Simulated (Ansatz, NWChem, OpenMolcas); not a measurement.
# Strength of the Si–H bond: SiH(CH3)2 → Si(CH3)2 + H

Species: SiH(CH3)2, doublet; Si(CH3)2, singlet; H atom, doublet. 

Shapes, held fixed at every level: PBE0-D4/def2-TZVP. Programs: Ansatz 0.2.0, NWChem 7.3.0, OpenMolcas 26.06. A level may come from different programs for different species; with the same settings they agree closely. Electronic energies: no zero-point or thermal term.

| level | kind | ΔE (kJ/mol) | less CCSD(T)/6-311+G** |
| --- | --- | --- | --- |
| SVWN5/6-311+G** | LDA | +314.5 | +27.5 |
| revPBE/6-311+G** | GGA | +291.4 | +4.4 |
| M06-L/6-311+G** | meta-GGA | +303.1 | +16.1 |
| B3LYP/6-311+G** | global hybrid | +297.4 | +10.4 |
| BHLYP/6-311+G** | global hybrid | +304.8 | +17.8 |
| PBE0/6-311+G** | global hybrid | +302.6 | +15.6 |
| CCSD(T)/6-311+G** | coupled cluster or CI | +287.0 | 0.0 |

The highest level, CCSD(T)/6-311+G**, gives ΔE = +287.0 kJ/mol; the levels span +287.0 to +314.5. A fragment pairs its electrons up again, so this isn't a typical strength of such a bond. The column of differences is taken from that level and isn't an error. No measured value is set beside it here. Open shells run unrestricted. CCSD(T)/6-311+G** lies outside the range of all other levels here, so it shouldn't be taken on trust.
